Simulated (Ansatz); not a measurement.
For zinc-blende AlN (metastable phase), LDA in Ansatz (plane waves, PAW) gives:

- lattice parameter a: 4.342 Å
- bulk modulus: 210 GPa
- cohesive energy: 6.60 eV/atom
- band gap at the measured cell: 3.24 eV
- elastic constant C11: 300 GPa
- elastic constant C44: 188 GPa
- Voigt–Reuss–Hill shear modulus: 124 GPa

Q: What does PBE0 (PAW; Ansatz, a program for electronic structure) give for the same quantities?

A: 
- lattice constant a: 4.365 Å (goes up by 0.5 %)
- bulk modulus: 212 GPa (hardly moves)
- cohesive energy: 5.65 eV/atom (falls by 0.95 eV/atom)
- band gap at the measured cell: 5.28 eV (grows by 2.04 eV)
- elastic constant C11: 308 GPa (goes up by 2.7 %)
- elastic constant C44: 195 GPa (goes up by 3.7 %)
- Voigt–Reuss–Hill shear modulus: 130 GPa (goes up by 4.8 %)

For comparison: band gap 5.34 eV (measured, temperature not stated, no zero-point or thermal correction; as tabulated in Deguchi et al. (2016), arXiv:1512.06930).

Changes are worked out from the printed values.

Unless a cell is named, each level is at its own relaxed cell (LDA 10.24, PBE0 10.39 Å³/atom).

Density-functional gaps are differences of (generalised) Kohn–Sham levels.

Ansatz's density-functional and Hartree–Fock values are scalar-relativistic unless marked +SOC, with PAW data made under PBE.
